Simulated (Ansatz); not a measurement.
**Relative stability**

Two relaxed structures of CH₆Si₂, singlet (PBE0-D4/def2-TZVP; forces vanish, vibrations not checked).

A:

| atom | x (Å) | y (Å) | z (Å) |
| --- | --- | --- | --- |
| C1 | -0.8882 | -0.3126 | -0.6528 |
| Si2 | 1.3867 | 0.7783 | -0.3143 |
| Si3 | 0.1598 | -0.7212 | 0.9081 |
| H4 | -1.8529 | 0.1011 | -0.3590 |
| H5 | -0.4513 | 0.4555 | -1.3425 |
| H6 | 0.5463 | 1.8557 | 0.3640 |
| H7 | -1.0115 | -1.1953 | -1.2797 |
| H8 | 0.4838 | -2.1712 | 0.9111 |
| H9 | -0.6148 | -0.3874 | 2.1306 |

B:

```
atom    x (Å)    y (Å)    z (Å)
  C1  -0.7372   0.0377  -0.6575
 Si2   0.8877   0.8653  -0.1335
 Si3  -0.0819  -0.9068   0.8518
  H4  -1.6512   0.6123  -0.5235
  H5  -0.7382  -0.4904  -1.6087
  H6   0.7749   2.2310   0.4302
  H7   2.0297   0.7148  -1.0655
  H8   0.3849  -2.2915   0.6063
  H9  -0.8687  -0.7725   2.1002
```

Ansatz 0.2.0; basis: def2-TZVPP; cores frozen in the correlated methods. B3LYP uses VWN-RPA correlation.

Task: Which structure is lower at CCSD(T), and by how much? (To be estimated.)

Result: By the calculation: B, by 0.697 eV (electronic energy, against the other). By their contacts, A is CH₆Si₂ ([CH3][SiH2][SiH]) and B is CH₆Si₂ ([CH2]1[SiH2][SiH2]1).

All methods give the same order:

```
   method  E(B) − E(A) (eV)
   PBE-D4            -0.646
r2SCAN-D4            -0.817
  PBE0-D4            -0.725
 B3LYP-D4            -0.660
  wB97M-V            -0.653
       HF            -0.826
      MP2            -0.810
     CCSD            -0.707
  CCSD(T)            -0.697
```

The T1 diagnostic stays at or below 0.015.

Labels in which every atom is bracketed show which atoms are joined, not bond orders.

For scale, one of the runs: CCSD(T)/def2-TZVPP, 199 basis functions, launched by `ansatz run in.yaml --threads 2 --pin off --events-out ev --progress --plain --max-ram 4352MiB`. Time: 43 s of wall clock on 2 CPU threads of an Arm Neoverse V1; the host was shared. Peak host memory: 2.2 GiB.
